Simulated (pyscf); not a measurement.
A first-order saddle from PySCF, ωB97X-D3(BJ)/def2-SVP:

```
C
N 1 1.2866
H 1 1.0985 2 118.86
H 1 1.1078 3 116.53 2 164.58
C 2 1.4427 1 117.13 3 174.91
H 5 1.1027 2 109.63 1 -129.79
H 5 1.1045 6 106.41 2 118.05
H 5 1.1097 6 108.73 7 116.55
C 1 2.2923 3 90.33 4 88.65
H 9 1.0926 1 98.73 3 65.18
H 9 1.0934 10 117.07 1 -106.09
H 9 1.0941 10 117.58 11 -147.91
```
Charge 0, spin multiplicity 2.

Surface: doublet, charge 0. Lowest wavenumbers (cm⁻¹): 433i, 108, 124, 155, 282.

Task: Name the species on either side of this saddle.

Result: H₂C=N–CH₃ (SMILES C=NC) + CH₃• (SMILES [CH3]) ⇌ H₃C–CH₂–N•–CH₃ (SMILES CC[N]C), an addition read from left to right: none broken and C–C formed. At ωB97M-D3(BJ)/def2-TZVP it lies +4.2 kcal/mol from the left side and +32.8 kcal/mol from the right (each side as separated species at their lowest minima found). H₂C=N–CH₃ lies 9.1 kcal/mol over its isomer H₃C–CH=NH, and others may lie lower still (electronic energy, ωB97M-D3(BJ)). This is the saddle that the search found; another between the same sides may lie lower.
